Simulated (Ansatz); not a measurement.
Compare A (`C1=CC2C=CC12`) with its isomer B (`c1ccccc1`).

Calculated with Ansatz (gas phase, PBE0-D4/def2-TZVP geometries, no zero-point term in ΔE). CCSD(T)/CBS adds triple-zeta CCSD(T) − MP2 to the extrapolated MP2 energy (def2 sets, frozen cores). DFT in def2-TZVPP. B3LYP here is the variant with VWN-RPA as its local correlation; programs differ in this.

(1) Which isomer does CCSD(T)/CBS put lower? Give the gap. (Estimate.)

(2) Give E(B) − E(A) in kJ/mol with B3LYP-D4, MP2/def2-TZVPP, B3LYP, B2PLYP, BLYP-D4, LDA (SPW92), r2SCAN-D4. (Estimate.)

Largest T1 diagnostic: 0.011.

## Answers

(1) Computed: B, by 326.4 kJ/mol.

(2) The calculation gave: B3LYP-D4 -361.1, MP2/def2-TZVPP -340.0, B3LYP -359.5, B2PLYP -352.6, BLYP-D4 -360.6, LDA (SPW92) -326.6, r2SCAN-D4 -354.6. None reverses the order clearly.

From BLYP to BHLYP (50 % exact exchange), in def2-TZVPP and without D4, E(B) − E(A) moves by −4.6 kJ/mol. Leaving LDA and LC-ωPBE aside and taking each functional with its dispersion term where it has one, the values, not all of them listed here, spread over 40.2 kJ/mol, from BHLYP-D4 to ωB97X-V. LDA lies +3.9 kJ/mol from PBE without D4.
